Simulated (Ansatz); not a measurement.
Z-matrix (Å, degrees):
```
C
O 1 1.3624
H 1 1.0991 2 113.34
H 1 1.0991 3 111.54 2 129.35
H 1 1.1083 3 106.28 4 115.45
```
Charge 0, spin multiplicity 2.

The numbers are results of frozen-core CCSD(T)/cc-pVTZ // B3LYP-D3(BJ)/def2-TZVP (Ansatz, a program for electronic structure), not measurements.

```
Property                       Result
----------------------  -------------
HF energy               -114.46570 Ha
MP2 correlation energy    -0.36852 Ha
```

Task: Estimate the CCSD correlation energy, the (T) correction, the total energy and the T1 diagnostic.

Result: 
```yaml
CCSD correlation energy: -0.39629 Ha
"(T) correction": -0.01270 Ha
CCSD(T) total energy: -114.87469 Ha
T1 diagnostic: 0.018
```
